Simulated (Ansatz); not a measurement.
Geometry optimisation, Ansatz, UHF/def2-SVP.

Input:

```yaml
crystal:
  periodic: [false, false, false]
  atoms:
    - { symbol: Al, position_ang: [0.0, 0.0, 0.0] }
    - { symbol: H, position_ang: [0.0, 0.0, 1.81] }
    - { symbol: H, position_ang: [1.351, 0.0, -0.78] }
    - { symbol: C, position_ang: [-1.706, 0.0, -0.985] }
    - { symbol: H, position_ang: [-2.2662, -0.9305, -0.7558] }
    - { symbol: H, position_ang: [-2.3102, 0.8797, -0.6796] }
    - { symbol: H, position_ang: [-1.5043, 0.0508, -2.0753] }
    - { symbol: H, position_ang: [0.0, 0.0, 2.77] }
magnetization:
  spin_polarized: true
  initial_magnetization: 1
basis:
  gaussian: { orbitals: def2-SVP }
hamiltonian:
  xc: hf
relax:
  f_tol: 0.15
  max_steps: 25
  restrain:
    - { distance: [1, 7], at: 0.66, k: 30.0 }
    - { distance: [0, 1], at: 2.76, k: 30.0 }
```

Run as:

```bash
$ ansatz run input.yaml --threads 1 --pin off --max-ram 2048MiB --backend cpu --events-out ev --progress --plain --runs-dir out
```

Where does it end, and by what steps?

It converged. The restraints hold the end off the free minimum; the threshold counts their pulls, which the force column leaves out. Restrained pairs: H2–H8 (0.96 → 0.71 Å), Al1–H2 (1.81 → 2.76 Å). After 23 steps the energy has fallen by 1.044 eV (the restraints' own energy left out); Al1 moved furthest, 0.82 Å.

```csv
step,energy less start (eV),largest force component (eV/Å),accepted
0,0.0000,0.864,yes
1,-0.2101,1.237,yes
2,0.0494,6.205,yes
3,-0.5304,1.851,yes
4,-0.8378,1.786,yes
5,-0.8390,1.908,yes
6,-0.8880,0.539,no
7,-0.8537,1.739,yes
8,-0.8773,1.370,yes
9,-0.9003,0.952,yes
10,-0.9208,1.214,yes
11,-0.9517,1.295,yes
12,-0.9784,1.187,yes
13,-0.9950,1.124,yes
14,-1.0245,0.845,no
15,-1.0242,0.559,no
16,-1.0077,0.848,yes
17,-1.0117,1.007,yes
18,-1.0243,1.217,yes
19,-1.0392,1.284,yes
20,-1.0405,1.457,yes
21,-1.0627,0.437,no
22,-1.0345,1.563,no
23,-1.0443,1.404,yes
```

```xyz
8
Properties=species:S:1:pos:R:3
Al 0.198 0.601 -0.522
H 0.033 0.268 2.215
H 1.333 -0.519 -0.569
C -1.676 0.094 -0.923
H -1.913 -0.913 -0.566
H -2.408 0.789 -0.503
H -1.823 0.092 -2.010
H -0.180 -0.412 2.181
```

The run took 14 s on 1 thread of Arm Neoverse V2, on a shared host, peak memory 0.12 GiB.
